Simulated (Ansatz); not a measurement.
A made-up structure of AlSiH4O, doublet:

O1  (1.159, 0.099, 1.107)
Al2  (-0.364, 0.237, -0.708)
Si3  (-1.631, -0.892, -0.692)
H4  (-2.626, -0.964, -1.703)
H5  (-0.216, 1.294, -1.878)
H6  (1.902, 0.712, 1.224)
H7  (1.092, -0.511, 1.859)
(Å)

It is relaxed with PBE-D4/def2-SVP and then PBE0-D4/def2-TZVP (Ansatz 0.2.0). Atoms count as bonded within 1.22 times the sum of their covalent radii (H–H: 0.88 Å). The end point is not checked to be a true minimum.

Does its bonding change? (A judgement: the text doesn't fix the answer.)

The calculation gives: Yes. Formed: O1–Al2; broken: none.

Where it ends: The first stage lowers the energy by 5.76 eV in 18 steps. It ends as AlSiH₄O ([OH2][AlH][SiH]):
O1  (1.064, 0.119, 0.715)
Al2  (-0.245, 0.318, -0.798)
Si3  (-1.802, -1.375, -0.269)
H4  (-2.601, -1.001, -1.516)
H5  (0.528, 1.577, -1.421)
H6  (1.618, 0.812, 1.088)
H7  (0.754, -0.476, 1.409)
(Å)

Labels in which every atom is bracketed show which atoms are joined, not bond orders.

For scale, one of the runs: PBE0-D4/def2-TZVP relaxation, 129 basis functions, launched by `ansatz run in.yaml --threads 2 --pin off --events-out ev --progress --plain --max-ram 4352MiB`. Hardware: 2 CPU threads of an Intel Xeon Platinum 8259CL, shared host. Wall time about 75 s.
